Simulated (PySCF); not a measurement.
# SiFCl: triplet, from a linear start

The task is one start of a wider search on SiFCl: the triplet, from a linear start. It is relaxed, tested by its Hessian and followed downhill if it is a saddle.

Program: PySCF 2.14.0. Level of theory: PBE0, basis Si def2-TZVP, F def2-TZVP, Cl def2-TZVP, no relativity, density fitting. These are calculated values, not measurements.

### 1 Where the work starts

3 atoms, charge 0, spin multiplicity 3.

Bond lengths: Si1–F2 1.800 Å, Si1–Cl3 2.150 Å. Angles: F2–Si1–Cl3 180.0°.

```xyz
3
charge 0 multiplicity 3
Si    0.0000    0.0000    0.0000
F     0.0000    0.0000   -1.8000
Cl    0.0000    0.0000    2.1500
```

### 2 The SCF at the typed geometry

The steps below are one call of a driver around PySCF. For each, scf.py gives the equivalent set-up of the SCF; relaxations use the driver's own optimiser. After this first run the driver tries any further starts and a stability analysis.

The input, scf.py:

```python
from pyscf import gto, scf, dft
mol = gto.M(atom='''
Si     0.000000     0.000000     0.000000
F      0.000000     0.000000    -1.800000
Cl     0.000000     0.000000     2.150000''',
    basis={'Si': 'def2-TZVP', 'F': 'def2-TZVP', 'Cl': 'def2-TZVP'},
    charge=0, spin=2)
mf = dft.UKS(mol, xc='PBE0')
mf.grids.atom_grid = (50, 194)
aux = {'Si': 'def2-universal-JKFIT', 'F': 'def2-universal-JKFIT', 'Cl': 'def2-universal-JKFIT'}
mf = mf.density_fit(auxbasis=aux)
mf.conv_tol = 1e-08
mf.diis_space = 10
mf.max_cycle = 60
mf.init_guess = 'minao'
mf.verbose = 4
mf.kernel()
```

The run is started by

```
$ OMP_NUM_THREADS=4 python axn.py task.json out
```

Further steps of the session: Relaxation: linear start, triplet; Hessian and properties; Downhill along the imaginary mode; Frequencies.

**Question.** What will these runs give? Wanted: minimum; geometry; wavenumbers; dipole moment; highest occupied, lowest empty level; polar-tensor charge of Si1; zero-point energy; atomisation energy; ⟨S²⟩.

**Answer**, as computed:

| quantity | value |
| --- | --- |
| minimum | triplet, Cs |
| geometry | Si–Cl 2.041 Å, Si–F 1.602 Å; Cl–Si–F 116.4° |
| wavenumbers (cm⁻¹) | 208 (a'), 548 (a'), 888 (a') |
| dipole moment | 1.02 D |
| highest occupied, lowest empty level (either spin) | -5.21, -4.58 eV |
| polar-tensor charge of Si1 | +0.87 e |
| zero-point energy | 9.8 kJ/mol |
| entropy at 298.15 K | 285.1 J/(mol K) |
| atomisation energy (no zero-point energy) | 790 kJ/mol |
| ⟨S²⟩ | 2.003 |

In words: From C∞v at the start the molecule goes to a Cs minimum, after a stop at a saddle point 80.8 kJ/mol higher, from which it was pushed off along an imaginary mode. The strongest infrared band lies at 888 cm⁻¹ (a', stretch). Most of the spin sits on Si1 (Mulliken spin 1.73, against 2 for the whole molecule). Other starts or spin states, not run here, may lie lower.
